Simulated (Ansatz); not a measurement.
Energy needed to pull apart CH3BO (SMILES B1CO1), singlet, into free ground-state atoms, from the structure below (displaced at random from a GFN2-xTB minimum); no zero-point or spin–orbit terms; open-shell atoms are treated unrestricted, in their ground-state multiplicity.

```tsv
atom	x (Å)	y (Å)	z (Å)
B1	-0.7192	-0.3646	-0.3661
C2	0.5794	0.1252	0.2824
O3	-0.6120	0.8770	-0.0983
H4	-1.3903	-1.1399	-0.8363
H5	1.4561	0.4203	-0.2275
H6	0.7508	0.0884	1.3485
```

Program: Ansatz 0.2.0. Basis: def2-TZVPP. Cores are frozen in the correlated methods. B3LYP uses VWN-RPA correlation.

```csv
method,atomization energy (kcal/mol)
PBE-D4,578.9
r2SCAN-D4,566.8
PBE0-D4,565.8
B3LYP-D4,563.2
LC-wPBE,565.9
wB97M-V,566.0
HF,?
MP2,?
CCSD,536.3
CCSD(T),545.4
```

Q: What does MP2 give? (To be estimated.)

A: Computed: 561.1 kcal/mol, which is about 15.7 kcal/mol more than CCSD(T)/def2-TZVPP.

Q: What does HF give? (To be estimated.)

A: Computed: 408.1 kcal/mol, which is about 137.3 kcal/mol less than CCSD(T)/def2-TZVPP.

In triple zeta the MP2 and coupled-cluster atomization energies are still short of their basis limit by a few kcal/mol a bond, whereas those of the functionals are nearly converged, so these differences are not deviations from converged CCSD(T).

No T1 diagnostic of these runs exceeds 0.015.

For scale, one of the runs: CCSD(T)/def2-TZVPP forces, 135 basis functions (an equivalent command: `ansatz run in.yaml --threads 4`). Hardware: 4 CPU threads, shared host. Wall time 23 s; peak host memory 1.4 GiB.
